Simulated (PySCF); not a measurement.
C6H10.
Cartesian coordinates in Å at the GFN2-xTB level; atoms count from 1:
```xyz
16
C6H10 angstrom
C     -0.4640    1.1080   -0.6342
C     -0.3293    0.9620    0.8992
C      0.2281   -0.4607    0.9559
C     -0.6722   -1.1880   -0.0544
C      0.0512   -0.2700   -1.0515
C      1.2890   -0.4239   -0.1546
H     -1.4940    1.2733   -0.9492
H      0.1523    1.9134   -1.0330
H      0.3588    1.6893    1.3294
H     -1.2868    1.0474    1.4123
H      0.4388   -0.8725    1.9394
H     -0.4223   -2.2389   -0.1760
H     -1.7487   -1.0674    0.0517
H      0.0813   -0.4874   -2.1160
H      2.0054    0.3955   -0.1398
H      1.8048   -1.3711   -0.2903
```

Computed with PySCF, TDDFT CAM-B3LYP/def2-SVPD, vertical, gas phase, core orbitals frozen in the response.

Task: What does the calculation give for the low-lying excited states?

Result: 

```tsv
state	λ (nm)	E (eV)	f	|μ| (D)	symmetry	main configurations (H = HOMO, L = LUMO)
S1	146.3	8.47	0.0000	0.00	–	H→L (90%)
S2	145.8	8.51	0.0039	0.35	B1 or B2	H-1→L (93%)
S3	142.7	8.69	0.072	1.48	B1 or B2	H-2→L (86%), H→L+1 (9%)
S4	138.3	8.97	0.011	0.57	A1	H-3→L (87%)
S5	137.2	9.04	0.0007	0.14	–	H-1→L+1 (87%)
S6	136.1	9.11	0.013	0.62	B1 or B2	H→L+1 (82%)
S7	136.1	9.11	0.0001	0.05	–	H-1→L+2 (84%)
S8	134.4	9.22	0.0000	0.00	–	H-2→L+1 (75%), H→L+3 (11%)
```

Triplets, Tamm–Dancoff:

```csv
state,E (eV),λ (nm),"main configurations (H = HOMO, L = LUMO)"
T1,8.29,149.6,H→L (85%)
T2,8.35,148.5,H-1→L (89%)
T3,8.48,146.2,"H-2→L (80%), H→L+1 (13%)"
```

The lowest singlet comes at 146 nm (818 kJ/mol) in the vacuum ultraviolet; it is dark (f under 0.0005); its leading configuration is HOMO→LUMO (90%). The strongest level in the table is S3 at 8.69 eV (143 nm, f = 0.072). S6/S7 lie within about 0.01 eV of each other. Löwdin shares by element: HOMO (one of a set within 0.03 eV) carbon 50% or more (atoms not listed hold the other 50%); LUMO carbon 36% or more (atoms not listed hold the other 64%). Orbital energies (eV): HOMO-3 -10.42, HOMO-2 -10.14, HOMO-1 -9.96, HOMO -9.95, LUMO 1.46, LUMO+1 2.03, LUMO+2 2.12. Of the 8 states listed, 3 reach f = 0.01 and 3 stay under 0.0005. The oscillator strengths of these states sum to 0.101; summed over the whole spectrum of an exact calculation they would give the number of electrons, 46 (Thomas–Reiche–Kuhn). No computed singlet lies in the visible range (380 to 750 nm); the lowest, at 146 nm, stands 5.21 eV above its violet end (3.26 eV). Symmetry labels in C2v follow from the direction of the transition dipole and are given only for states with f of 0.002 or more; B1 and B2 swap with the choice of axes. Only the lowest 8 singlets were computed, as vertical energies without vibronic structure.
